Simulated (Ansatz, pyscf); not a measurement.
`[CH4]` + `[SiH][Cl]` [singlet] → `[CH3][SiH2][Cl]`, an insertion on the singlet surface: C–H broken, C–Si, H–Si formed. Single points on ωB97X-D3(BJ)/def2-SVP structures (PySCF, gas phase). Wave-function energies: Ansatz (an electronic-structure program), frozen core, RHF or UHF references. In kcal/mol, from the separated reactants.

```csv
level,barrier,reaction energy
PBE0-D3(BJ)/def2-TZVP,25.34,-48.94
ωB97X-D3(BJ)/def2-TZVP,30.41,-50.74
CCSD(T)/cc-pV(D+d)Z,35.83,-41.68
CCSDT(Q)/cc-pV(D+d)Z,35.48,-41.52
CCSD(T)/cc-pV(T+d)Z,32.28,-45.06
CCSD(T)/cc-pV(Q+d)Z,30.74,-46.87
```

In cc-pV(D+d)Z, going from CCSD(T) to CCSDT(Q) shifts the barrier by -0.35 and the reaction energy by +0.16 kcal/mol. With HF in the quadruple-zeta basis and the correlation energy extrapolated as X⁻³ from X = 3, 4, CCSD(T) gives 29.88 and -47.85; adding the double-zeta shift gives ΔE‡ = 29.52 and ΔE = -47.69 kcal/mol, without core correlation, relativity or geometry relaxation at these levels. The same reactants have a lower exit, to H₃C–Si:–Cl [singlet] + H₂ (barrier +26.56 kcal/mol at ωB97M-D3(BJ)/def2-TZVP, against +32.50 kcal/mol here). One saddle was located; it need not be the lowest between these sides.
